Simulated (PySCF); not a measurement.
# SiNH4F (SMILES N[SiH2]F): levels of theory compared

We compute a comparison of 6 runs (B2PLYP/aug-cc-pVDZ, BLYP/aug-cc-pVDZ, CAM-B3LYP/aug-cc-pVDZ, PBE0/aug-cc-pVDZ, TPSS/aug-cc-pVDZ, revPBE/aug-cc-pVDZ) of SiNH4F. Input form: a Python script.

The calculation is run with PySCF 2.14.0.

## Step 1: The structure to begin with

SiNH4F: 7 atoms, total charge 0, spin state singlet. As SMILES, `N[SiH2]F`. The shape is that of a PBE0-D4/def2-TZVP optimisation. This is one conformer, not always the lowest.

Bond lengths: N1–Si2 1.696 Å, Si2–F3 1.605 Å, N1–H4 1.006 Å, N1–H5 1.006 Å, Si2–H6 1.479 Å, Si2–H7 1.479 Å. Angles: N1–Si2–F3 114.6°, N1–Si2–H6 108.3°, N1–Si2–H7 108.3°, F3–Si2–H6 105.8°, F3–Si2–H7 105.8°, Si2–N1–H4 122.0°, Si2–N1–H5 122.0°, H6–Si2–H7 114.0°, H4–N1–H5 111.8°.

## Step 2: A single-point energy at B2PLYP/aug-cc-pVDZ (run 1)

mol.xyz reads:

```xyz
7

N     -0.761500     0.339000    -0.625200
Si     0.531100    -0.115700     0.373400
F      0.515100    -1.653900     0.829800
H     -0.786600     0.105100    -1.603600
H     -1.682200     0.513500    -0.258400
H      0.455900     0.676200     1.620700
H      1.789400     0.068000    -0.382300
```

input.py reads:

```python
from pyscf import gto, dft, mp

system = gto.M(
    atom='mol.xyz',
    basis='aug-cc-pvdz',
    max_memory=1860,
    verbose=3,
)

mf = dft.RKS(system, xc='0.53*HF + 0.47*B88, 0.73*LYP')
mf.conv_tol = 1e-10
mf.grids.level = 5
mf.kernel()
if not mf.converged:
    mf = mf.newton().run(mf.mo_coeff, mf.mo_occ)

pt = mp.MP2(mf, frozen=7).run()
e_tot = mf.e_tot + 0.27 * pt.e_corr
print('PT2 part  %.8f' % (0.27 * pt.e_corr))
print('E(%s) = %.9f' % ('B2PLYP', e_tot))
```

Started as:

```console
OMP_NUM_THREADS=1 python input.py
```

What it wrote:

```text
converged SCF energy = -446.185671562363
E(RMP2) = -446.78438752008  E_corr = -0.598715957716303
E(SCS-RMP2) = -446.775930046713  E_corr = -0.590258484350228
PT2 part  -0.16165331
E(B2PLYP) = -446.347324871
```

Run time: 20 s. Hardware: 1 thread of Intel Xeon at 2.70GHz, shared host; peak memory 0.56 GiB.

## Step 3: The energy at BLYP/aug-cc-pVDZ (run 2)

job.py reads:

```python
# N[SiH2]F
from pyscf import gto, dft

system = gto.Mole()
system.atom = [
    ('N', (-0.761500, 0.339000, -0.625200)),
    ('Si', (0.531100, -0.115700, 0.373400)),
    ('F', (0.515100, -1.653900, 0.829800)),
    ('H', (-0.786600, 0.105100, -1.603600)),
    ('H', (-1.682200, 0.513500, -0.258400)),
    ('H', (0.455900, 0.676200, 1.620700)),
    ('H', (1.789400, 0.068000, -0.382300)),
]
system.charge = 0
system.max_memory = 1860
system.basis = 'aug-cc-pvdz'
system.verbose = 3
system.build()

mf = dft.RKS(system, xc='blyp')
mf.grids.level = 5
mf.conv_tol = 1e-10
mf.kernel()
if not mf.converged:
    mf = mf.newton().run(mf.mo_coeff, mf.mo_occ)

e_tot = mf.e_tot
print('Final energy', e_tot)
```

Started as:

```console
OMP_NUM_THREADS=1 python job.py
```

What it wrote:

```text
converged SCF energy = -446.552347678977
Final energy -446.5523476789774
```

Run time: 20 s. Hardware: 1 thread of Intel Xeon at 2.70GHz, shared host; peak memory 0.56 GiB.

Runs 3 to 5 aren't shown in full; the table further down has their settings and results.

## Step 4: A single-point energy at revPBE/aug-cc-pVDZ (run 6)

input.py reads:

```python
# N[SiH2]F
from pyscf import gto, dft

mol = gto.M(
    atom='''
N       -0.761500       0.339000      -0.625200
Si       0.531100      -0.115700       0.373400
F        0.515100      -1.653900       0.829800
H       -0.786600       0.105100      -1.603600
H       -1.682200       0.513500      -0.258400
H        0.455900       0.676200       1.620700
H        1.789400       0.068000      -0.382300
''',
    charge=0,
    verbose=3,
    max_memory=1860,
    spin=0,
    basis='aug-cc-pvdz',
)

mf = dft.RKS(mol, xc='revpbe')
mf.grids.level = 5
mf.conv_tol = 1e-10
mf.kernel()
if not mf.converged:
    mf = mf.newton().run(mf.mo_coeff, mf.mo_occ)

e_final = mf.e_tot
print(f'total energy: {e_final:.8f} hartree')
```

Started as:

```console
OMP_NUM_THREADS=1 python input.py
```

What it wrote:

```text
converged SCF energy = -446.473938795363
total energy: -446.47393880 hartree
```

Run time: 20 s. Hardware: 1 thread of Intel Xeon at 2.70GHz, shared host; peak memory 0.56 GiB.

## Step 5: The series

```
run                  level  frozen core orbitals  energy (Eh)  dipole moment (D)  HOMO energy (eV)  LUMO energy (eV)  wall time
  1     B2PLYP/aug-cc-pVDZ                     7  -446.347325               1.94             -9.50              0.18       20 s
  2       BLYP/aug-cc-pVDZ                     –  -446.552348               1.89             -6.57             -0.90       20 s
  3  CAM-B3LYP/aug-cc-pVDZ                     –  -446.551158               1.93             -9.63              0.16       33 s
  4       PBE0/aug-cc-pVDZ                     –  -446.308076               1.94             -8.16             -0.28       19 s
  5       TPSS/aug-cc-pVDZ                     –  -446.630604               1.90             -6.74             -0.70       33 s
  6     revPBE/aug-cc-pVDZ                     –  -446.473939               1.90             -6.64             -0.88       20 s
```

## Step 6: Results

| quantity | value |
| --- | --- |
| run 6: total energy | -446.47394 Eh |
| run 6: dipole moment | 1.90 D |
| run 6: HOMO energy | -6.64 eV |
| run 6: LUMO energy | -0.88 eV |
| run 6: HOMO–LUMO gap | 5.75 eV |

What this shows: The dipole moment (its size) runs from 1.89 D (BLYP/aug-cc-pVDZ) to 1.94 D (PBE0/aug-cc-pVDZ). The HOMO–LUMO gap runs from 5.68 eV (BLYP/aug-cc-pVDZ) to 9.79 eV (CAM-B3LYP/aug-cc-pVDZ). Totals of different functionals can't be ranked against each other. All runs together took 2.4 min, the longest 33 s.
